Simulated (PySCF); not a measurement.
Molecule: `C=CSC#N`, C3H3NS.

Mapped SMILES: `[CH2:1]=[CH:2][S:3][C:4]#[N:5]`; H(Xn) means a hydrogen on atom n. Ha(C1) is cis to S3; Hb(C1) is trans to S3.

Geometry PBE0-D3(BJ)/def2-SVP throughout; GIAO in PySCF 2.14.0 with density-fitted response routines, gas phase, one conformer, non-relativistic; equivalent atoms averaged; basis pcSseg-2.

(1) How do the absolute shieldings σ depend on the functional? (ppm; last column core-seconds on shared hosts with different chips, so compare them loosely; the GGAs took longer than the global hybrids here, which isn't the general rule, and the cause wasn't traced)

(2) Which nucleus moves most, in ppm?

Answers

(1) 
```tsv
functional	kind	C2	C1	C4	S3	N5	H(C2)	Hb(C1)	Ha(C1)	core-s
HF	Hartree–Fock	51.8	64.5	68.0	516.8	-85.8	25.16	25.95	26.06	9.2
LDA	LDA	32.9	52.0	60.5	419.1	-88.5	24.05	25.10	25.14	21
PBE	GGA	37.9	56.3	65.1	434.7	-79.7	24.55	25.60	25.67	24
BLYP	GGA	32.2	53.2	61.1	410.5	-82.2	24.81	25.89	25.94	24
BP86	GGA	37.9	56.4	65.3	429.7	-78.7	24.62	25.67	25.74	24
OPBE	GGA	49.5	64.4	74.0	469.3	-65.7	24.55	25.55	25.68	24
KT2	GGA	49.1	66.7	76.9	460.5	-62.1	24.70	25.76	25.81	26
KT3	GGA	49.9	67.0	76.7	462.0	-59.2	24.88	25.93	26.02	25
B97-D	GGA	41.7	60.2	68.0	435.9	-68.2	24.84	25.89	25.97	25
B3LYP	global hybrid	35.6	54.4	61.5	432.2	-83.7	24.81	25.82	25.89	17
PBE0	global hybrid	41.9	58.0	65.5	460.6	-81.0	24.62	25.57	25.67	16
mPW1PW91	global hybrid	41.2	57.3	64.9	455.6	-82.1	24.68	25.63	25.74	16
WP04	global hybrid	29.6	47.8	56.5	390.2	-88.5	25.27	26.19	26.37	16
B97-2	global hybrid	44.0	60.9	67.6	460.1	-74.3	24.79	25.75	25.88	15
BHandHLYP	global hybrid	40.5	57.8	62.7	461.5	-85.9	24.90	25.80	25.92	16
CAM-B3LYP	range-separated hybrid	36.6	54.9	60.7	444.3	-82.3	24.75	25.69	25.77	21
wB97X-D	range-separated hybrid	40.8	57.3	63.8	456.2	-81.2	24.78	25.67	25.78	20
LC-wPBE	range-separated hybrid	42.3	55.7	62.5	474.9	-77.2	24.70	25.51	25.62	26
```

(2) S3 (sulfide sulfur): from 390.2 ppm with WP04 to 516.8 ppm with HF. The smallest spread is 1.09 ppm, at Hb(C1). Proton shifts span only some 12 ppm, so a few tenths of a ppm matter as much there as several ppm in carbon.
